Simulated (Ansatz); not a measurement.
A made-up structure of C₂H₂, closed shell:

```
4
angstrom
C 0.1555 -0.5421 0.2004
C -0.1555 0.5421 -0.2004
H 0.0445 0.3318 0.8191
H -0.4322 1.5065 -0.5569
```

It is relaxed with PBE-D4/def2-SVP and then PBE0-D4/def2-TZVP (Ansatz 0.2.0). Atoms count as bonded within 1.22 times the sum of their covalent radii (H–H: 0.88 Å). The end point is not checked to be a true minimum.

Does its bonding change? (A judgement: the text doesn't fix the answer.)

By the calculation: Yes. Formed: none; broken: C1–H3.

Where it ends: The first stage lowers the energy by 1.11 eV in 7 steps. It ends as C₂H₂ ([C][CH2]):
```
atom    x (Å)    y (Å)    z (Å)
  C1   0.1595  -0.6306   0.0884
  C2  -0.1578   0.5538  -0.1972
  H3   0.0494   0.4069   0.9698
  H4  -0.4388   1.5081  -0.5989
```

Labels in which every atom is bracketed show which atoms are joined, not bond orders.

For scale, one of the runs: PBE0-D4/def2-TZVP relaxation, 74 basis functions, launched by `ansatz run in.yaml --threads 2 --pin off --events-out ev --progress --plain --max-ram 4352MiB`. The run took about 4.9 s on 2 CPU threads of an Arm Neoverse V1 (shared host).
